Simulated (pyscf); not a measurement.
## Routes from H₂P–In [singlet] + hydrogen (H₂)

Candidate steps break at most two bonds and form at most two. Each was searched with GFN2-xTB (tblite) first. Optimised with ωB97X-D3(BJ)/def2-SVP in PySCF. Energies: ωB97M-D3(BJ)/def2-TZVP, kJ/mol, from the separated reactants, singlet surface; ΔG‡ with ideal gas, 1 atm, RRHO with modes under 100 cm⁻¹ raised to 100, one conformer, R ln 2 for chiral ones without a mode under 150 cm⁻¹.

```
products                                    type    ΔE‡      ΔE  ΔG‡ 298 K  ΔG‡ 900 K  ν‡ (cm⁻¹)
-------------------  ---------------------------  -----  ------  ---------  ---------  ---------
PH₃ + InH [singlet]         four-centre exchange  114.4   +45.0      145.3      216.4      1373i
H₂P–InH₂                               insertion  235.1    +0.5      263.0      331.6      1350i
HP=InH + H₂          concerted two-bond exchange  330.8  +119.6      356.7      426.4      1294i
```

Row 1: On the product side the descent ends in an adduct with a In–P contact (not fully relaxed), 38.3 kJ/mol under the separated species and 89.8 kJ/mol under the saddle at ωB97X-D3(BJ)/def2-TZVP. 

Plain bond fissions and candidates not yet searched are not listed, and one of them may be faster. Each barrier is that of the saddle found; lower ones may exist. A restricted solution here is unstable towards spin polarisation, so biradical character is likely and single-reference numbers are less safe. Elements past Kr carry the def2 core potentials, without spin-orbit coupling.
